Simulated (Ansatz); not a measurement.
Ansatz (a first-principles code) input (B3LYP/def2-SVP):

Ansatz 0.2 input:
```yaml
crystal:
  periodic: [false, false, false]
  atoms:
    - {symbol: C, position_ang: [-0.01016492, -0.27994848, 1.26025238]}
    - {symbol: N, position_ang: [0.02752705, 0.54107075, 0.00175175]}
    - {symbol: C, position_ang: [-0.01788448, -0.27138968, -1.26203737]}
    - {symbol: H, position_ang: [0.84891463, -0.94534137, 1.26048731]}
    - {symbol: H, position_ang: [0.02659022, 0.38821117, 2.11682979]}
    - {symbol: H, position_ang: [-0.93230591, -0.85474018, 1.26624623]}
    - {symbol: H, position_ang: [0.87379519, 1.11491211, 0.00110891]}
    - {symbol: H, position_ang: [0.84116373, -0.93674781, -1.27204628]}
    - {symbol: H, position_ang: [0.01364080, 0.40256842, -2.11426959]}
    - {symbol: H, position_ang: [-0.94005682, -0.84614662, -1.26628736]}
    - {symbol: H, position_ang: [-0.75613474, 1.19781794, 0.00637869]}
basis:
  gaussian:
    orbitals: def2-SVP
hamiltonian:
  xc: {name: B3LYP}
total_charge: 1
output: {forces: true}
```

Output:

```
WARN ansatz: RAYON_NUM_THREADS=1 ignored (pool sized by the plan → 1); use --threads N
Functional definition: B3LYP
integrals: 0.03 GiB planned
848 factors; integrals over basis functions are off by at most 1.6e-3 eV
mean field: 0.24 GiB planned
mean field evaluation 1: about -3674.0131 eV, gradient 7.0e1 eV
mean field evaluation 2: about -3669.8058 eV, gradient 8.2e1 eV
mean field evaluation 4: about -3685.3055 eV, gradient 3.7e0 eV
mean field evaluation 8: about -3685.3304 eV, gradient 4.3e-2 eV
mean field -3685.33038774 eV, -135.4333937428 hartree, gradient 2.2e-5 eV, S^2 0.000000; 0 other end points of the search recorded, 0 dependent functions left out
the calculation of the forces begins
reference -3685.33060480 eV, -135.4334017198 hartree; 13, 13 occupied and 69, 69 virtual orbitals, 848 factors
Total energy: -3685.33060480 eV, -135.4334017198 hartree
Atom 0 at    -0.010165    -0.279948     1.260252 Å, force     0.011821     0.251361    -0.298264 eV/Å
Atom 1 at     0.027527     0.541071     0.001752 Å, force    -0.024915    -0.489730    -0.001586 eV/Å
Atom 2 at    -0.017884    -0.271390    -1.262037 Å, force     0.013652     0.249332     0.299885 eV/Å
Atom 3 at     0.848915    -0.945341     1.260487 Å, force     0.287941    -0.238230     0.023827 eV/Å
Atom 4 at     0.026590     0.388211     2.116830 Å, force     0.011655     0.209621     0.307103 eV/Å
Atom 5 at    -0.932306    -0.854740     1.266246 Å, force    -0.310467    -0.207792     0.025762 eV/Å
Atom 6 at     0.873795     1.114912     0.001109 Å, force     0.222613     0.218977     0.000062 eV/Å
Atom 7 at     0.841164    -0.936748    -1.272046 Å, force     0.287785    -0.238057    -0.027205 eV/Å
Atom 8 at     0.013641     0.402568    -2.114270 Å, force     0.009780     0.211701    -0.305738 eV/Å
Atom 9 at    -0.940057    -0.846147    -1.266287 Å, force    -0.310624    -0.207619    -0.025270 eV/Å
Atom 10 at    -0.756135     1.197818     0.006379 Å, force    -0.199240     0.240435     0.001426 eV/Å
Dipole moment:     0.016582     0.325942     0.001055 e Å
```

The dipole moment of an ion depends on the origin.
